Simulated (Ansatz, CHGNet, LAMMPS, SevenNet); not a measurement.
## Rock-salt NaCl: properties by level of theory

Reference values: lattice constant a 5.569 Å (measured, static lattice: zero-point anharmonic expansion removed; as tabulated in Mejia-Rodriguez and Trickey (2018), arXiv:1807.09216); elastic constant C11 57.3 GPa (measured, 4 K, no zero-point or thermal correction; as tabulated in X. Wang et al., RSC Advances (2016)); elastic constant C44 13.3 GPa (measured, 4 K, not corrected to a static lattice; as tabulated in X. Wang et al., RSC Advances (2016)).

```tsv
level (code)	equilibrium lattice constant a (Å)	elastic constant C11 (GPa)	elastic constant C44 (GPa)
ionic model catlow1977 (shell model, LAMMPS)	5.556	61.6	13.8
ionic model tosi-fumi1964 (rigid ions, LAMMPS)	5.618	51.9	15.1
CHGNet-r²SCAN (CHGNet)	5.587	41.1	4.6
SevenNet-l3i5 (SevenNet)	5.691	___	___
HSE06 (Ansatz)	5.653	50.7	___
```

### Question
Complete the blanks.

### Answer

- SevenNet-l3i5 (SevenNet), elastic constant C11 (GPa): 46.4
- SevenNet-l3i5 (SevenNet), elastic constant C44 (GPa): 12.4
- HSE06 (Ansatz, a first-principles code), elastic constant C44 (GPa): 13.1

Differences from the reference values (errors of the level alone only where the reference is corrected to a static lattice):

```csv
level,lattice constant a (%),elastic constant C11 (%),elastic constant C44 (%)
ionic model catlow1977,-0.23,+7.5,+3.8
ionic model tosi-fumi1964,+0.88,-9.4,+13.5
CHGNet-r²SCAN,+0.32,-28,-65
SevenNet-l3i5,+2.19,-19.0,-6.8
HSE06,+1.51,-11.5,-1.5
```

Nearest: lattice constant a, CHGNet-r²SCAN; elastic constant C11, HSE06; elastic constant C44, HSE06. Empirical potentials aren't ranked on values they can be fitted to.

Empirical potentials (ionic model catlow1977, ionic model tosi-fumi1964) are fitted to chosen data, which need not cover the solid at hand: agreement can be built in, and what lay outside the fit can be far off. Machine-learned potentials (CHGNet-r²SCAN, SevenNet-l3i5) are trained on DFT data, which may include these solids.

Ansatz's density-functional and Hartree–Fock values are scalar-relativistic unless marked +SOC, with PAW data made under PBE.

Differences are worked out from the printed values.

Static lattice: no zero-point or thermal effects.
